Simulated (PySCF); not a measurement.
Species: AlFH5N.
Atom-mapped SMILES: `[NH3+:1][AlH2-:2][F:3]` (hydrogens: H4, H5, H6 on N1; H7, H8 on Al2)

Cartesian coordinates in Å at the PBE0-D3(BJ)/def2-SVP level; atoms count from 1:
```xyz
8
AlFH5N angstrom
N     -0.9787    0.1282   -0.0295
Al     1.0740    0.1089    0.1200
F      1.2370    1.7560    0.4642
H     -1.4000    0.4484    0.8443
H     -1.2753    0.7734   -0.7639
H     -1.3747   -0.7879   -0.2457
H      1.4738   -0.3280   -1.3646
H      1.2757   -0.8766    1.3617
```

Computed at PBE0/pcSseg-1 (PySCF, non-relativistic), with Q(14N) = 0.02044 b, Q(27Al) = 0.1466 b: N1, 14N (I = 1): χzz = -3.221 MHz, η = 0.029; Al2, 27Al (I = 5/2): χzz = 25.66 MHz, η = 0.574.

Question: Where would the pure quadrupole (NQR) lines of 14N at N1 fall for the rigid, isolated species?

Answer: From ν± = (3/4)|χ|(1 ± η/3) and ν0 = |χ|η/2: ν+ 2.439 MHz, ν− 2.392 MHz, ν0 0.046 MHz (nitrogen bonded to Al and 3 H).

Question: Find the zero-field quadrupole resonance frequencies of 27Al at Al2.

Answer: From the eigenvalues of H = χ/[4I(2I − 1)] × [3Iz² − I(I + 1) + η(Ix² − Iy²)], steps between neighbouring levels, labelled as for η = 0: ±1/2↔±3/2 5.035 MHz, ±3/2↔±5/2 7.285 MHz (aluminium bonded to F, N and 2 H).

In a crystal, neighbours and librations shift these lines. With so small a basis the couplings can be 20 % off.

The run behind these numbers computed NMR shieldings as well. On one thread of an x86-64 server (shared host), this took 4.0 s of wall time.
